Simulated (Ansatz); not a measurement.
Working through a single point in a Gaussian basis of C2H3Cl2, SMILES C[C](Cl)Cl

Program: the Ansatz DFT code, driven from Python.

Notebook, run cell by cell (the value of a cell's last expression is shown):

```python
from pathlib import Path

import ansatz as az
```

```python
molecule = (
    az.Crystal.molecule()
    .atom('C', (-0.6499, -0.2636, -0.0806))
    .atom('C', (0.7433, 0.2488, -0.4108))
    .atom('Cl', (1.9788, -0.7514, 0.3932))
    .atom('Cl', (0.921, 1.9428, 0.1106))
    .atom('H', (-0.8298, -0.2194, 1.0147))
    .atom('H', (-0.754, -1.3135, -0.426))
    .atom('H', (-1.4096, 0.3563, -0.6011))
)
```

```python
model = molecule.calculation()
model = model.basis(gaussian='aug-cc-pVDZ')
model = model.functional('PBE')
model = model.spin('collinear', total=1)
model = model.orbitals()
outcome = model.run(runs_dir='runs')
rep = outcome.report
```

    

```python
sorted(key for key in rep if key.endswith('_ev'))
```

    ['free_energy_ev', 'reference_energy_ev']

```python
rep['positions_ang']
```

    [[-0.6499, -0.2636, -0.0806], [0.7433, 0.2488, -0.4108], [1.9788, -0.7514, 0.3932],
     [0.921, 1.9428, 0.1106], [-0.8298, -0.2194, 1.0147], [-0.754, -1.3135, -0.426],
     [-1.4096, 0.3563, -0.6011]]

```python
print('reference energy %16.6f eV' % rep['reference_energy_ev'])
print('total energy     %16.6f eV' % rep['free_energy_ev'])
print('occupied orbitals outside the frozen core (up, down):', rep['n_occupied'], ' frozen:', rep['n_frozen'], ' virtual:', rep['n_virtual'])
```

    reference energy    -27154.210347 eV
    total energy        -27154.210347 eV
    occupied orbitals outside the frozen core (up, down): [25, 24]  frozen: 0  virtual: [102, 103]

```python
lines = Path(rep['orbitals_path']).read_text().splitlines()
field_of = lambda key: [line.split('=')[1].strip() for line in lines if line.startswith(key)]
orbitals = [(27.211386 * float(e), s, float(n)) for e, s, n in zip(field_of('Ene='), field_of('Spin='), field_of('Occup='))]
homo = max(e for e, _, n in orbitals if n > 0.5)
lumo = min(e for e, _, n in orbitals if n < 0.5)
for e, spin, n in sorted(orbitals):
    if homo - 6 < e < lumo + 5:
        print(f'{spin:6s} {e:10.3f} eV  occupation {n:.0f}')
```

    Beta      -11.714 eV  occupation 1
    Alpha     -11.366 eV  occupation 1
    Beta      -11.057 eV  occupation 1
    Alpha     -10.999 eV  occupation 1
    Beta      -10.733 eV  occupation 1
    Alpha      -9.841 eV  occupation 1
    Beta       -9.764 eV  occupation 1
    Alpha      -9.171 eV  occupation 1
    Beta       -8.855 eV  occupation 1
    Alpha      -8.038 eV  occupation 1
    Alpha      -8.035 eV  occupation 1
    Beta       -7.943 eV  occupation 1
    Beta       -7.880 eV  occupation 1
    Alpha      -7.495 eV  occupation 1
    Beta       -7.447 eV  occupation 1
    Alpha      -5.727 eV  occupation 1
    Beta       -3.990 eV  occupation 0
    Alpha      -1.326 eV  occupation 0
    Beta       -1.031 eV  occupation 0
    Alpha      -0.517 eV  occupation 0
    Alpha      -0.475 eV  occupation 0
    Beta       -0.429 eV  occupation 0
    Beta       -0.162 eV  occupation 0
    Alpha       0.380 eV  occupation 0
    Alpha       0.396 eV  occupation 0
    Beta        0.430 eV  occupation 0
    Alpha       0.441 eV  occupation 0
    Beta        0.512 eV  occupation 0
    Beta        0.545 eV  occupation 0

Caveats:
- Total energies depend on the basis set; only differences at equal settings carry meaning.
- The geometry is a force-field or estimated start, not a minimum of this method, and the basis set is short of its limit.
- The species is open-shell (spin multiplicity 2).
- Levels such as HOMO and LUMO are orbital energies: with these approximate functionals they aren't the ionisation energy and electron affinity, and their gap isn't the fundamental gap.
- Wall time of the script: 6.5 s on 1 thread of Arm Neoverse V2, with other jobs on the host, peak memory 0.26 GiB.

(Lines on the test bed's own set-up are left out of the output.)
